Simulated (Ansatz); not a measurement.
Isolated molecules relaxed with PBE0-D4/def2-TZVP in Ansatz; ΔE leaves out vibrations. CCSD(T)/CBS adds triple-zeta CCSD(T) − MP2 to the extrapolated MP2 energy (def2 sets, frozen cores). Functionals use def2-TZVPP. Each species was taken in one conformer, which may not be the lowest.

Consider the isomerisation: `C=C(C)CO` → `CC1(C)CO1`.

`C=C(C)CO`:

```xyz
13

C     1.569    0.270    0.354
C     0.299    0.188   -0.032
C    -0.668    1.321    0.084
C    -0.243   -1.087   -0.610
O    -1.312   -1.617    0.154
H     2.243   -0.575    0.254
H     1.980    1.182    0.773
H    -1.011    1.634   -0.908
H    -0.222    2.182    0.583
H    -1.558    1.012    0.637
H     0.566   -1.820   -0.723
H    -0.664   -0.901   -1.603
H    -0.979   -1.791    1.038
```

`CC1(C)CO1`:

```xyz
13

C    -1.367   -0.177   -0.438
C     0.090   -0.108   -0.082
C     0.410   -0.091    1.384
C     1.042    0.455   -1.037
O     0.934   -0.949   -0.867
H    -1.499   -0.216   -1.520
H    -1.823   -1.071   -0.003
H    -1.902    0.695   -0.051
H    -0.032    0.784    1.867
H     1.489   -0.073    1.544
H     0.006   -0.983    1.871
H     1.968    0.898   -0.676
H     0.685    0.837   -1.992
```

```tsv
level	ΔE (kJ/mol)
ωB97X-V	12.2
HF/def2-QZVPP	39.1
```

Task: What does CCSD(T)/CBS give? (Estimate.)

Result: Computed: +29.3 kJ/mol. The listed levels differ from it by -17.1, 9.8 kJ/mol.

Largest T1 diagnostic among the species: 0.010.

In def2-TZVPP, CCSD(T) changes the Hartree–Fock value by −12.1 kJ/mol (the triples alone add −0.6 kJ/mol) and MP2 by −19.1 kJ/mol.
